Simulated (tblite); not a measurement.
C₂H₄NO (doublet state).
Z-matrix (Å and degrees, GFN2-xTB geometry), rows numbered from 1:
```
C 
N   1  1.2480
C   2  1.4453  1  123.18
O   3  1.2925  2  117.51  1    30.89
H   1  1.0801  2  119.13  3  -174.45
H   1  1.0925  2  122.89  3     5.70
H   3  1.1183  2  104.81  1   -95.39
H   3  1.1217  2  105.05  1   157.87
```

Calculated harmonic vibrations of the isolated species, GFN2-xTB (tblite), most abundant isotopes, no scaling. Errors from tens to a few hundred cm⁻¹ against measured bands are possible. One conformer, not necessarily the lowest. Open shells enter through the occupations alone, without spin polarisation, and single modes of such species can be off by tens of per cent.

Harmonic wavenumbers (cm⁻¹): 189.7, 271.5, 500.8, 645.1, 787.9, 890.3, 979.6, 1078.2, 1096.5, 1215.5, 1236.0, 1316.9, 1369.7, 1735.9, 2573.1, 2653.4, 2918.3, 3070.3.

A = 22290, B = 6428, C = 5234 MHz; mass 58.029 u (most abundant isotopes); point group C1, symmetry number 1; spin multiplicity 2.

Q: What is the zero-point energy?

A: Half the sum of the wavenumbers: 12264 cm⁻¹ = 146.72 kJ/mol.

Q: Entropy at 273.15 K, 1 bar (ideal gas, RRHO, classical rotation)?

A: Translation 157.68, rotation 97.55, vibration 20.34, spin (R ln 2) 5.76: S = 281.3 J/(mol K).

Q: And Cp and H(273.15 K) − H(0)?

A: Cp = 65.18 J/(mol K), of which vibrations give 31.92 (their classical limit is 18 R = 149.7); H(273.15 K) − H(0) = 12.64 kJ/mol without the zero-point energy, 3.55 from vibrations.

Q: Which modes carry the vibrational entropy at 273.15 K?

A: 189.7 cm⁻¹: 8.66; 271.5 cm⁻¹: 6.01; 500.8 cm⁻¹: 2.31; 645.1 cm⁻¹: 1.26; 787.9 cm⁻¹: 0.68; 890.3 cm⁻¹: 0.44 J/(mol K); the other 12 give 0.98 together.

Q: How do the functions run with temperature in this model?

A: 
| T (K) | S (J/(mol K)) | Cp (J/(mol K)) | H − H(0) (kJ/mol) | G − H(0) (kJ/mol) | ln q(vib) |
| --- | --- | --- | --- | --- | --- |
| 150 | 248.4 | 47.2 | 5.76 | -31.50 | 0.26 |
| 250 | 275.7 | 61.5 | 11.17 | -57.76 | 0.75 |
| 298.15 | 287.2 | 69.2 | 14.32 | -71.32 | 1.03 |
| 400 | 309.9 | 85.4 | 22.20 | -101.74 | 1.68 |
| 600 | 349.6 | 110.9 | 41.99 | -167.79 | 3.10 |
| 900 | 399.7 | 135.4 | 79.25 | -280.44 | 5.32 |

q(vib) and H(0) count from the zero-point level.

Q: What must be added to the electronic energy to get the Gibbs energy at 273.15 K and 1 bar?

A: ZPE + [H(273.15 K) − H(0)] − T·S = 146.72 + 12.64 − 76.85 = 82.51 kJ/mol.

Hindered rotation and anharmonicity are outside this model. Other conformers, if any are populated, would add a mixing term that is left out. The structure is chiral; the term R ln 2 for an equal mix with its mirror image is left out.

Hardware: an Intel Xeon at 2.50 GHz with one thread, shared host with 64 logical CPUs at a one-minute load of 8.8. Cost: 0.26 s of wall time. This covers the Hessian and the dipole derivatives.
